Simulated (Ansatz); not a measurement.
# H4LiNSi (SMILES [Li][NH][SiH3]): single points off equilibrium

The task here is to estimate one member of a computed series from the others.

Method: single points in def2-TZVPP; program: Ansatz 0.2.0, Gaussian basis.

Cores are frozen in the correlated methods. The outer core shell of Li, Na, Mg and K is correlated.

## Where the work starts

SMILES `[Li][NH][SiH3]`, 7 atoms, charge 0, spin multiplicity 1.

Atoms are counted from 1 here; the program's logs count them from 0.

Bond lengths: Li1–N2 1.779 Å, N2–Si3 1.763 Å, N2–H4 0.988 Å, Si3–H5 1.485 Å, Si3–H6 1.530 Å, Si3–H7 1.461 Å. Angles: Li1–N2–Si3 130.9°, Li1–N2–H4 118.6°, Si3–N2–H4 110.2°, N2–Si3–H5 112.7°, N2–Si3–H6 102.4°, N2–Si3–H7 114.6°, H5–Si3–H6 106.8°, H5–Si3–H7 107.4°, H6–Si3–H7 112.7°.

Geometry (Å):

| atom | x (Å) | y (Å) | z (Å) |
| --- | --- | --- | --- |
| Li1 | -1.9769 | -1.3191 | 0.8375 |
| N2 | -0.5393 | -0.8610 | -0.1058 |
| Si3 | 0.4984 | 0.5607 | -0.0111 |
| H4 | -0.1695 | -1.5119 | -0.7505 |
| H5 | 0.5396 | 1.3251 | -1.2834 |
| H6 | -0.2350 | 1.4356 | 1.0071 |
| H7 | 1.8794 | 0.2820 | 0.3775 |

Set-up of the first run:

File run/in.yaml:

```yaml
crystal:
  periodic: [false, false, false]
  atoms:
    - {symbol: Li, position_ang: [-1.976900, -1.319100, 0.837500]}
    - {symbol: N, position_ang: [-0.539300, -0.861000, -0.105800]}
    - {symbol: Si, position_ang: [0.498400, 0.560700, -0.011100]}
    - {symbol: H, position_ang: [-0.169500, -1.511900, -0.750500]}
    - {symbol: H, position_ang: [0.539600, 1.325100, -1.283400]}
    - {symbol: H, position_ang: [-0.235000, 1.435600, 1.007100]}
    - {symbol: H, position_ang: [1.879400, 0.282000, 0.377500]}
basis:
  gaussian: {orbitals: def2-TZVPP}
correlation: {method: ccsd_t}
output: {forces: true}
```

No record of the launch command was kept for these runs.

Among the steps run: CCSD(T)/def2-TZVPP; PBE0-D4/def2-TZVPP; wB97M-V/def2-TZVPP; r2SCAN-D4/def2-TZVPP; PBE-D4/def2-TZVPP; wB97X-V/def2-TZVPP; BHLYP-D4/def2-TZVPP.

One table of the session follows, with a row left open; its other results are not shown here.

```
   method  RMS force component (eV/Å)  angle to CCSD(T) forces (°)  dipole (D)
  CCSD(T)                       0.807                    reference        6.39
  PBE0-D4                       0.841                          4.5        6.32
  wB97M-V                       0.814                          3.2        6.28
r2SCAN-D4                       0.837                          2.9        6.40
   PBE-D4                       0.829                         10.1        6.24
  wB97X-V                           ?                            ?           ?
 BHLYP-D4                       0.828                         11.5        6.27
```

**Question.** Estimate the row for wB97X-V.

The run gave: RMS force component (eV/Å): 0.844; angle to CCSD(T) forces (°): 3.0; dipole (D): 6.31. In the column «RMS force component (eV/Å)» it is the highest.
